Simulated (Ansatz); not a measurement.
System: diamond-structure Si. Method: LC-ωPBE (Ansatz, an electronic-structure program, PAW).

Numerical settings: plane-wave cutoff 520 eV, 8×8×8 k mesh, scalar-relativistic PAW data made under PBE.

Cell (relaxed at this level):

```cif
data_Si2
_chemical_formula_sum 'Si2'
_space_group_name_H-M_alt 'P 1'
_space_group_IT_number 1
_cell_length_a 3.81162
_cell_length_b 3.81162
_cell_length_c 3.81162
_cell_angle_alpha 60.000
_cell_angle_beta 60.000
_cell_angle_gamma 60.000
loop_
_space_group_symop_operation_xyz
  'x, y, z'
loop_
_atom_site_label
_atom_site_type_symbol
_atom_site_fract_x
_atom_site_fract_y
_atom_site_fract_z
_atom_site_occupancy
Si1 Si 0.50000 0.50000 0.50000 1
Si2 Si 0.75000 0.75000 0.75000 1
```

### Question
Give the computed Young modulus, elastic constant C11, elastic constant C44, Voigt–Reuss–Hill bulk modulus, Poisson ratio and elastic constant C12.

### Answer

- Young modulus = 188 GPa
- elastic constant C11 = 193 GPa
- elastic constant C44 = 91.2 GPa
- Voigt–Reuss–Hill bulk modulus = 114 GPa
- Poisson ratio = 0.226
- elastic constant C12 = 74.8 GPa

Measured, for comparison: elastic constant C11 168 GPa, elastic constant C44 80.2 GPa, elastic constant C12 64.9 GPa (low temperature, zero-point motion not removed; as tabulated in Tanner et al. (2021), arXiv:2110.11888). Computed (rounded) less measured: elastic constant C11 +15 %, elastic constant C44 +14 %, elastic constant C12 +15 %.

Elastic constants are with the ions relaxed.

Cost on a shared machine: around 40 core-minutes (rough).
